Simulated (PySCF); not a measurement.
chloromethane (CH₃Cl), SMILES ClC.

Geometry: ωB97X-D3(BJ)/def2-TZVP.

Method: PySCF 2.14.0 with ωB97X-D3(BJ)/def2-TZVP.

Frequencies are harmonic and unscaled.

Modes within 1.5 cm⁻¹ of each other (mostly degenerate sets) share a row, with their intensities summed.

### Question
Give all harmonic wavenumbers and intensities. (Estimate from the structure and the level; the computed values follow.)

### Answer

| mode | ν (cm⁻¹) | IR (km/mol) | moving atoms (share of kinetic energy) |
|---|---|---|---|
| 1 | 766 | 27.2 | C 62 %, Cl 29 %, H 9 % |
| 2–3 | 1042 | 5.7 | H 85 %, C 14 % |
| 4 | 1400 | 11.6 | H 88 %, C 12 % |
| 5–6 | 1493 | 13.3 | H 95 % |
| 7 | 3099 | 23.4 | H 98 % |
| 8–9 | 3199 | 12.2 | H 90 %, C 10 % |
